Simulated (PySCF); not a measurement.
Molecule: `InChI=1S/C2H3Cl3/c1-2(3,4)5/h1H3`.

Geometry:
```tsv
atom	x (Å)	y (Å)	z (Å)
C1	0.480	-0.161	0.682
C2	-0.346	0.107	-0.553
Cl3	0.385	-0.704	-1.962
Cl4	-0.420	1.859	-0.868
Cl5	-2.002	-0.510	-0.324
H6	0.524	-1.244	0.864
H7	0.020	0.339	1.545
H8	1.497	0.228	0.531
```

Geometry PBE0-D3(BJ)/def2-SVP throughout; GIAO in PySCF, gas phase, one conformer, non-relativistic; equivalent atoms averaged; basis pcSseg-2.

Task: How do the absolute shieldings σ depend on the functional? (ppm; last column core-seconds on shared hosts with different chips, so compare them loosely)

Result: 
```tsv
functional	kind	C2	C1	Cl3/Cl4/Cl5	H6/H7/H8	core-s
HF	Hartree–Fock	89.8	147.9	568.6	29.43	13
LDA	LDA	44.3	128.2	380.9	28.26	25
PBE	GGA	47.2	128.9	416.8	28.68	30
BLYP	GGA	39.5	123.9	393.5	28.87	30
BP86	GGA	46.4	128.5	410.5	28.72	30
OPBE	GGA	58.3	137.1	471.9	28.71	31
KT2	GGA	54.0	130.8	433.0	28.62	30
KT3	GGA	54.2	132.1	455.4	28.83	30
B97-D	GGA	47.4	129.6	426.6	28.88	30
B3LYP	global hybrid	50.7	129.9	433.6	28.97	22
PBE0	global hybrid	60.4	135.8	465.7	28.85	21
mPW1PW91	global hybrid	59.3	135.3	463.5	28.90	22
WP04	global hybrid	34.8	124.4	421.9	29.22	34
B97-2	global hybrid	59.5	135.7	470.2	28.95	32
BHandHLYP	global hybrid	66.0	137.1	485.6	29.12	31
CAM-B3LYP	range-separated hybrid	60.5	134.3	453.5	28.99	42
wB97X-D	range-separated hybrid	63.1	136.3	466.8	29.01	36
LC-wPBE	range-separated hybrid	74.5	142.3	498.7	29.07	50
```

Task: Which nucleus moves most, in ppm?

Result: Cl3/Cl4/Cl5 (chlorine bonded to C): from 380.9 ppm with LDA to 568.6 ppm with HF. The smallest spread is 1.18 ppm, at H6/H7/H8. Proton shifts span only some 12 ppm, so a few tenths of a ppm matter as much there as several ppm in carbon.
